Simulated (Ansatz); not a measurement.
# CHAl (quintet): the correlation ladder, cc-pVTZ

The task here is to estimate one member of a computed series from the others.

The runs use Ansatz 0.2.0, Gaussian basis; cc-pVTZ, core rule «outside noble gas», up to 6 orbitals frozen.

The runs, in order: UHF; CCSD(T) on ROHF; CCSD(T) on UHF; BCCD(T) on ROHF; CCSDT(Q) on ROHF; CCSDT(Q) on UHF; CASSCF and MRCISD+Q, 8 electrons in 9 orbitals; CASSCF and NEVPT2, 8 electrons in 9 orbitals.

9 further runs of the same task are left out: 5 for a known fault of the program, 4 set aside as unsound or not needed.

### What is computed

The geometry is a PBE0/def2-TZVP stationary point (not a proven minimum) of the parent state, kept for this charge and spin.

3 atoms, charge 0, spin multiplicity 5.

Atoms are counted from 1 here; the program's logs count them from 0.

Bond lengths: Al1–C2 1.916 Å, Al1–H3 1.601 Å. Angles: C2–Al1–H3 180.0°.

As a file:

```tsv
atom	x (Å)	y (Å)	z (Å)
Al1	0.0000	0.0000	0.1051
C2	0.0000	0.0000	-1.8111
H3	0.0000	0.0000	1.7060
```

Set-up of the first run:

Contents of in.yaml:

```yaml
crystal:
  periodic: [false, false, false]
  atoms:
    - {symbol: Al, position_ang: [0.000000, 0.000000, 0.105100]}
    - {symbol: C, position_ang: [0.000000, 0.000000, -1.811100]}
    - {symbol: H, position_ang: [0.000000, 0.000000, 1.706000]}
basis:
  gaussian: {orbitals: cc-pVTZ}
magnetization: {spin_polarized: true, initial_magnetization: 4}
hamiltonian: {xc: hf}
output: {orbitals: {seedname: orbitals}}
```

Started as:

```
$ ansatz run in.yaml --threads 1 --pin off --events-out ev --progress --plain --max-ram 4096MiB --backend cpu
```

Among the steps run: UHF; CCSD(T) on ROHF; CCSD(T) on UHF; BCCD(T) on ROHF; CCSDT(Q) on ROHF; CCSDT(Q) on UHF; CASSCF and MRCISD+Q, 8 electrons in 9 orbitals; CASSCF and NEVPT2, 8 electrons in 9 orbitals.

One of the session's tables, all rows but one given; the rest of the session is left out.

It belongs to the step «Misses and costs». 

| method | from UCCSDT(Q) (kJ/mol) |
| --- | --- |
| RMP2 | +96.8 |
| UMP2 | +96.1 |
| RCCSD | +22.1 |
| UCCSD | ? |
| RCCSD(T) | +4.4 |
| UCCSD(T) | +4.2 |
| BCCD(T) | +4.3 |
| RCCSDT | +1.0 |
| UCCSDT | +0.8 |
| RCCSDT(Q) | +0.2 |
| UCCSDT(Q) | 0 |
| CASSCF valence | +334.1 |
| NEVPT2 valence | +91.9 |
| MRCISD valence | +34.6 |
| MRCISD+Q valence | +16.0 |

Q: Estimate the row for UCCSD from the others.

**Answer.** from UCCSDT(Q) (kJ/mol): +21.5. In the column «from UCCSDT(Q) (kJ/mol)» it lies between MRCISD+Q valence (+16.0) and RCCSD (+22.1).

Caveats from the session: Left out of the table: ROHF, UHF (another determinant or state than the rows shown). Restricted and unrestricted rows rest on different reference determinants; where their highest levels disagree by more than a few hundredths of an eV, they describe different states and don't form one ladder.
